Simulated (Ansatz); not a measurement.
A calculation with Ansatz (development build ahead of 0.2.0).

```yaml
crystal:
  periodic: [false, false, false]
  atoms:
    - { symbol: O, position_ang: [0.0, 0.0, 0.0] }
    - { symbol: Mg, position_ang: [1.13238, 1.50984, 3.26891] }
basis:
  gaussian: { orbitals: STO-3G }
total_charge: 1
magnetization:
  initial_magnetization: 1
hamiltonian:
  xc: hf
correlation:
  method: fci
  frozen_orbitals: { Mg: 1, O: 1 }
```

The input is written out in the form of the current development build from the run's settings.

Results

* Converged: yes
* Total energy: -270.79027 hartree
* State: lowest doublet root, of any spatial symmetry
